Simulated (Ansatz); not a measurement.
**CP, quartet: reading a ladder of total energies**

Geometry: that of the CP, doublet, kept fixed. The doublet lies 3.3 eV lower here.

```xyz
2

C     0.0000    0.0000    0.0000
P     0.0000    0.0000    1.5497
```

Basis 6-31G; Ansatz 0.2.0. Correlated methods freeze the noble-gas cores, which leaves 9 electrons in 16 orbitals. Prefix R: restricted or restricted open-shell reference.

Full CI is exact within this basis and frozen core; it isn't the basis-set limit.

The determinant fills πx and πy unequally, so it is a mixture of Σ and Δ, which weighs on every level built on one determinant.

RCCSD has a T1 diagnostic of 0.031 and a largest doubles amplitude of 0.45.

Runs differ by some tens of microhartree through their thresholds and, for an open shell, their frozen cores, so steps under 0.03 kcal/mol mean nothing.

```json
{"level": "RHF", "total energy (hartree)": "-378.302782"}
{"level": "RMP2", "total energy (hartree)": "-378.391583"}
{"level": "RCCSD", "total energy (hartree)": "-378.424307"}
{"level": "RCCSD(T)", "total energy (hartree)": "-378.433398"}
{"level": "RCCSDT*", "total energy (hartree)": "-378.439311"}
{"level": "RCCSDT(Q)*", "total energy (hartree)": "-378.440579"}
{"level": "RCCSDTQ*", "total energy (hartree)": "-378.439897"}
{"level": "full CI", "total energy (hartree)": "-378.439919"}
```

Task: What is the correlation energy at full CI, and what share of it do RMP2 and RCCSD(T) recover?

Result: E(corr) = -378.439919 − (-378.302782) = -0.137137 hartree = -3.732 eV. RMP2: -0.088801 / -0.137137 = 64.75 %. RCCSD(T): -0.130616 / -0.137137 = 95.24 %.

Task: By how many kcal/mol does RCCSD(T) miss full CI (1 hartree = 627.509 kcal/mol), and which steps make up the rest?

Result: -378.433398 − (-378.439919) = 0.006521 hartree = 4.09 kcal/mol. Steps: RCCSDT − RCCSD(T) = -3.71, RCCSDT(Q) − RCCSDT = -0.80, RCCSDTQ − RCCSDT(Q) = 0.43, full CI − RCCSDTQ = -0.01 kcal/mol. With more than one leading determinant such errors change with state and geometry, and needn't cancel in differences.

An asterisk marks runs whose energy the program itself flagged as in doubt.
